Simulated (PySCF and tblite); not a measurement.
Results of a calculation; reference values are marked as such.
Stationary points of C₃H₅NS at GFN2-xTB, in Å:

Structure A

```
 1 N    -1.828   -0.287   -0.410
 2 C    -0.492   -0.298   -0.548
 3 C     0.380    0.372    0.251
 4 C     1.776    0.323    0.056
 5 S     2.554   -0.514   -1.122
 6 H    -2.253    0.244    0.330
 7 H    -2.419   -0.807   -1.032
 8 H    -0.099   -0.891   -1.363
 9 H     0.005    0.970    1.071
10 H     2.386    0.892    0.751
```

Structure B

```
 1 N    -1.885   -0.362   -0.023
 2 C    -0.519   -0.475   -0.155
 3 C     0.368    0.416    0.287
 4 C     1.814    0.245    0.220
 5 S     2.734    0.738   -1.017
 6 H    -2.225    0.561    0.199
 7 H    -2.439   -0.847   -0.710
 8 H    -0.186   -1.405   -0.595
 9 H     0.035    1.353    0.720
10 H     2.304   -0.224    1.074
```

Structure C

```
 1 N    -1.854   -0.298   -0.250
 2 C    -0.523   -0.508   -0.226
 3 C     0.408    0.477   -0.167
 4 C     1.790    0.219   -0.122
 5 S     2.942    1.383   -0.066
 6 H    -2.205    0.644   -0.288
 7 H    -2.500   -1.055   -0.373
 8 H    -0.216   -1.545   -0.238
 9 H     0.097    1.513   -0.156
10 H     2.107   -0.821   -0.128
```

The path came from a restrained scan, a climbing-image band and a saddle search at GFN2-xTB; energies are PBE0/pcSseg-1 + D3(BJ)//GFN2-xTB, thermal terms GFN2-xTB.

Task: Which structure is a saddle point, and along which motion?

Result: B: one imaginary mode (344i cm⁻¹ at GFN2-xTB, mostly on H10, H9, C2), along the rotation about the C3–C4 bond (torsion C2–C3–C4–S5 from 0° to 179°, rising).

Task: Give their symmetry and energies above the lowest.

Result: A Cs, 0.8 kcal/mol; B C1, 17.7 kcal/mol; C Cs, 0.0 kcal/mol.
